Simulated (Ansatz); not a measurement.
A first, cheap relaxation of `CC1C=C1F`.

```yaml
crystal:
  periodic: [false, false, false]
  atoms:
    - {symbol: C, position_ang: [-0.773300, -0.817500, -0.282100]}
    - {symbol: C, position_ang: [0.002000, -0.004900, 0.669500]}
    - {symbol: C, position_ang: [1.332200, 0.349200, 0.363700]}
    - {symbol: C, position_ang: [0.534700, 1.339300, 0.359600]}
    - {symbol: F, position_ang: [0.281800, 2.012600, -0.792100]}
    - {symbol: H, position_ang: [-1.881200, -0.513300, -0.161800]}
    - {symbol: H, position_ang: [-0.531900, -0.568600, -1.334800]}
    - {symbol: H, position_ang: [-0.662300, -1.829700, -0.125500]}
    - {symbol: H, position_ang: [-0.238000, -0.184900, 1.745700]}
    - {symbol: H, position_ang: [2.019100, 0.166600, -0.439400]}
basis:
  gaussian: {orbitals: def2-SVP}
hamiltonian: {xc: pbe, dispersion: d4}
relax: {f_tol: 0.03, max_steps: 200}
```

```sh
$ ansatz run in.yaml --threads 2 --pin off --events-out ev --progress --plain --max-ram 4352MiB
```

It prints (some lines left out):

```
Functional definition: PBE
mean field -6928.60075950 eV, -254.6213815372 hartree, gradient 1.6e-5 eV, S^2 0.000000; 0 other end points of the search recorded, 0 dependent functions left out
relax step   1: F+E_penalty+E_count = -6928.77327472 eV  Δ(F+E_penalty+E_count) = +0.000e0 eV  max|allowed force component| = 5.623e0 eV/Å  Δτ_max = 0.0000 Å  (30 SCF iters, accepted)
mean field -6929.35001011 eV, -254.6489159893 hartree, gradient 2.6e-5 eV, S^2 0.000000; 0 other end points of the search recorded, 0 dependent functions left out
relax step   2: F+E_penalty+E_count = -6929.51933405 eV  Δ(F+E_penalty+E_count) = -7.461e-1 eV  max|allowed force component| = 2.032e0 eV/Å  Δτ_max = 0.1761 Å  (30 SCF iters, accepted)
mean field -6929.73775477 eV, -254.6631653428 hartree, gradient 7.6e-6 eV, S^2 0.000000; 0 other end points of the search recorded, 0 dependent functions left out
relax step   3: F+E_penalty+E_count = -6929.90393119 eV  Δ(F+E_penalty+E_count) = -3.846e-1 eV  max|allowed force component| = 1.694e0 eV/Å  Δτ_max = 0.1982 Å  (39 SCF iters, accepted)
mean field -6929.98187208 eV, -254.6721364884 hartree, gradient 2.6e-5 eV, S^2 0.000000; 0 other end points of the search recorded, 0 dependent functions left out
relax step   4: F+E_penalty+E_count = -6930.14809348 eV  Δ(F+E_penalty+E_count) = -2.442e-1 eV  max|allowed force component| = 1.067e0 eV/Å  Δτ_max = 0.2000 Å  (36 SCF iters, accepted)
mean field -6930.13350897 eV, -254.6777090414 hartree, gradient 2.0e-5 eV, S^2 0.000000; 0 other end points of the search recorded, 0 dependent functions left out
relax step   5: F+E_penalty+E_count = -6930.29741430 eV  Δ(F+E_penalty+E_count) = -1.493e-1 eV  max|allowed force component| = 9.792e-1 eV/Å  Δτ_max = 0.1978 Å  (36 SCF iters, accepted)
mean field -6930.18866952 eV, -254.6797361542 hartree, gradient 2.1e-5 eV, S^2 0.000000; 0 other end points of the search recorded, 0 dependent functions left out
relax step   6: F+E_penalty+E_count = -6930.35176326 eV  Δ(F+E_penalty+E_count) = -5.435e-2 eV  max|allowed force component| = 8.382e-1 eV/Å  Δτ_max = 0.1451 Å  (30 SCF iters, accepted)
mean field -6930.22601564 eV, -254.6811085989 hartree, gradient 2.1e-5 eV, S^2 0.000000; 0 other end points of the search recorded, 0 dependent functions left out
relax step   7: F+E_penalty+E_count = -6930.38910874 eV  Δ(F+E_penalty+E_count) = -3.735e-2 eV  max|allowed force component| = 4.886e-1 eV/Å  Δτ_max = 0.0442 Å  (30 SCF iters, accepted)
mean field -6930.22323316 eV, -254.6810063446 hartree, gradient 2.3e-5 eV, S^2 0.000000; 0 other end points of the search recorded, 0 dependent functions left out
relax step   8: F+E_penalty+E_count = -6930.38666005 eV  Δ(F+E_penalty+E_count) = +2.449e-3 eV  max|allowed force component| = 3.194e-1 eV/Å  Δτ_max = 0.1786 Å  (28 SCF iters, rejected (line search))
mean field -6930.24138245 eV, -254.6816733186 hartree, gradient 2.2e-5 eV, S^2 0.000000; 0 other end points of the search recorded, 0 dependent functions left out
relax step   9: F+E_penalty+E_count = -6930.40464972 eV  Δ(F+E_penalty+E_count) = -1.554e-2 eV  max|allowed force component| = 1.081e-1 eV/Å  Δτ_max = 0.0871 Å  (29 SCF iters, accepted)
mean field -6930.23549477 eV, -254.6814569503 hartree, gradient 2.4e-5 eV, S^2 0.000000; 0 other end points of the search recorded, 0 dependent functions left out
relax step  10: F+E_penalty+E_count = -6930.39869293 eV  Δ(F+E_penalty+E_count) = +5.957e-3 eV  max|allowed force component| = 4.876e-1 eV/Å  Δτ_max = 0.0220 Å  (30 SCF iters, rejected (line search))
mean field -6930.24227481 eV, -254.6817061123 hartree, gradient 1.9e-5 eV, S^2 0.000000; 0 other end points of the search recorded, 0 dependent functions left out
relax step  11: F+E_penalty+E_count = -6930.40552712 eV  Δ(F+E_penalty+E_count) = -8.774e-4 eV  max|allowed force component| = 6.206e-2 eV/Å  Δτ_max = 0.0094 Å  (31 SCF iters, accepted)
mean field -6930.24203478 eV, -254.6816972916 hartree, gradient 2.1e-5 eV, S^2 0.000000; 0 other end points of the search recorded, 0 dependent functions left out
relax step  12: F+E_penalty+E_count = -6930.40528198 eV  Δ(F+E_penalty+E_count) = +2.451e-4 eV  max|allowed force component| = 1.013e-1 eV/Å  Δτ_max = 0.0084 Å  (31 SCF iters, rejected (line search))
mean field -6930.24237478 eV, -254.6817097861 hartree, gradient 2.1e-5 eV, S^2 0.000000; 0 other end points of the search recorded, 0 dependent functions left out
relax step  13: F+E_penalty+E_count = -6930.40560826 eV  Δ(F+E_penalty+E_count) = -8.115e-5 eV  max|allowed force component| = 6.839e-3 eV/Å  Δτ_max = 0.0032 Å  (32 SCF iters, accepted)
mean field -6930.24237478 eV, -254.6817097861 hartree, gradient 2.0e-5 eV, S^2 0.000000; 1 other end points of the search recorded, 0 dependent functions left out
Total energy: -6930.40563560 eV, -254.6877095105 hartree
Atom 0 at    -0.907436    -0.885601    -0.293973 Å, force     0.002078     0.000472    -0.000571 eV/Å
Atom 1 at    -0.013419     0.035505     0.520648 Å, force    -0.000134    -0.001951     0.000158 eV/Å
Atom 2 at     1.438745     0.384018     0.058698 Å, force    -0.003812     0.006839    -0.001720 eV/Å
Atom 3 at     0.524441     1.311168    -0.003413 Å, force     0.004624    -0.002619     0.001408 eV/Å
Atom 4 at     0.211564     2.557055    -0.319359 Å, force    -0.001324    -0.004060     0.001629 eV/Å
Atom 5 at    -1.980926    -0.664358    -0.116046 Å, force    -0.002141     0.001102     0.000265 eV/Å
Atom 6 at    -0.710002    -0.778513    -1.380152 Å, force     0.000247     0.000443    -0.000995 eV/Å
Atom 7 at    -0.741645    -1.947973    -0.017273 Å, force     0.000279    -0.001349     0.000709 eV/Å
Atom 8 at    -0.187363    -0.048453     1.617826 Å, force    -0.000918     0.003176    -0.000467 eV/Å
Atom 9 at     2.449141    -0.014047    -0.064156 Å, force     0.001101    -0.002053    -0.000415 eV/Å
Dipole moment:     0.060817    -0.181198     0.021576 e Å
```

Run time 20 s (2 threads of an Arm Neoverse V1 on a shared host); peak host memory 0.17 GiB.
